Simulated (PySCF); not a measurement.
Compound: C3H4N2.
Numbering: `[H]/[N:3]=[C:2](/[CH3:1])[C:4]#[N:5]` (hydrogens: H6, H7, H8 on C1; H9 on N3)

Geometry (PBE0-D3(BJ)/def2-SVP, Å), atoms numbered from 1 in this order:
```
atom  x, y, z in Å
C1    -1.290    0.216    0.199
C2     0.122   -0.276    0.230
N3     0.429   -1.463   -0.108
C4     1.126    0.685    0.669
N5     1.944    1.429    1.015
H6    -1.942   -0.596   -0.145
H7    -1.382    1.081   -0.477
H8    -1.604    0.550    1.200
H9     1.437   -1.623   -0.025
```

All values: wB97X-D/def2-SVPD (PySCF, non-relativistic), on one gas-phase PBE0-D3(BJ)/def2-SVP geometry that isn't relaxed in the solvent. The solvent is an IEF-PCM continuum (cavity from Bondi-type radii × 1.2), and excitations are vertical TDDFT with non-equilibrium linear response and a frozen core. Specific hydrogen bonds and non-electrostatic terms are outside this model.

Gas-phase singlets (H = HOMO, L = LUMO):

```
state  E (eV)  λ (nm)      f    leading configurations
   S1   4.935     251  0.004                   H→L 98%
   S2   6.497     191  0.000                 H-2→L 94%
   S3   6.751     184  0.134                 H-1→L 76%
   S4   7.713     161  0.000  H-1→L+1 40%, H-1→L+2 39%
   S5   7.953     156  0.008                 H-4→L 92%
```

What are the lowest 5 singlets in cyclohexane (ε = 2.017)?

```csv
state,E (eV),λ (nm),f,leading configurations,change by rank (eV)
S1,4.948,251,0.006,H→L 98%,+0.013
S2,6.542,190,0.000,H-2→L 94%,+0.045
S3,6.694,185,0.200,H-1→L 80%,-0.057
S4,7.715,161,0.001,"H-1→L+1 70%, H-3→L+1 12%",+0.002
S5,7.909,157,0.114,"H-3→L 76%, H-2→L+1 11%",-0.044
```

What are the lowest 5 singlets in acetonitrile (ε = 35.69)?

| state | E (eV) | λ (nm) | f | leading configurations | change by rank (eV) |
| --- | --- | --- | --- | --- | --- |
| S1 | 5.007 | 248 | 0.006 | H→L 98% | +0.072 |
| S2 | 6.595 | 188 | 0.000 | H-2→L 93% | +0.098 |
| S3 | 6.730 | 184 | 0.204 | H-1→L 81% | -0.021 |
| S4 | 7.726 | 160 | 0.001 | H-1→L+1 76%, H-3→L+1 17% | +0.013 |
| S5 | 7.849 | 158 | 0.100 | H-3→L 77%, H-2→L+1 13% | -0.104 |

The ground-state energy changes by -0.301 eV from gas to acetonitrile. By how much does the total energy of gas-phase S1 change?

E(S1) = E(S0) + excitation energy, so it changes by -0.301 + 0.072 = -0.229 eV: it is lowered less than the ground state, which is what a blue shift means. This is the vertical state, with the slow part of the continuum still set for S0.

How do the frontier levels move from gas to acetonitrile?

```tsv
orbital	gas (eV)	solvent (eV)	change (eV)	Löwdin shares, gas	Löwdin shares, solvent
LUMO+2	2.11	2.39	+0.28	C4 27 %, N5 25 %, C1 19 %, C2 7 %	C4 34 %, C1 18 %, C2 13 %, N5 8 %
LUMO+1	1.99	2.06	+0.07	C4 31 %, N5 17 %, C2 15 %, H9 11 %	N5 39 %, C4 35 %, C2 9 %, N3 7 %
LUMO	-0.27	-0.16	+0.11	N3 32 %, C2 26 %, N5 18 %, C4 15 %	N3 31 %, C2 26 %, N5 19 %, C4 16 %
HOMO	-10.76	-10.71	+0.05	N3 64 %, C2 11 %, H9 7 %, C4 7 %	N3 64 %, C2 11 %, H9 8 %, C4 6 %
HOMO-1	-11.32	-11.22	+0.10	N3 34 %, N5 22 %, C2 18 %, C4 15 %	N3 37 %, C2 20 %, N5 17 %, C4 11 %
HOMO-2	-12.26	-12.29	-0.03	N5 46 %, C4 35 %, C1 8 %, C2 6 %	N5 45 %, C4 33 %, C1 10 %, C2 6 %
HOMO-3	-12.98	-12.83	+0.15	N5 26 %, C4 26 %, C1 16 %, C2 11 %	N5 30 %, C4 26 %, C1 18 %, C2 8 %
```

The HOMO–LUMO gap goes from 10.49 to 10.54 eV. Rows go by rank; for LUMO+1 and LUMO+2 the atom shares or the degeneracy differ between the runs, so the row needn't follow one orbital.

Note: wB97X-D ran without an empirical dispersion term, which enters the total energy and its gradient alone.
